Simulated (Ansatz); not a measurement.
A calculation with Ansatz (development build ahead of 0.2.0).

```yaml
crystal:
  periodic: [false, false, false]
  atoms:
    - { symbol: C, position_ang: [0.02546, 0.04091, -0.50948] }
    - { symbol: O, position_ang: [0.04412, 0.01745, 0.68906] }
    - { symbol: H, position_ang: [-0.01989, -0.96551, -1.16544] }
    - { symbol: H, position_ang: [-0.02416, 0.90402, -1.10787] }
basis:
  gaussian: { orbitals: cc-pVDZ }
hamiltonian:
  xc: hf
correlation:
  method: mp2
  frozen_orbitals: { C: 1, H: 0, O: 1 }
```

The input is written out in the form of the current development build from the run's settings.

Results

- Converged: yes
- Reference energy: -113.86893 hartree
- Correlation energy: -0.31730 hartree
- Total energy: -114.18623 hartree
- Spin squared of the determinant: 0.000
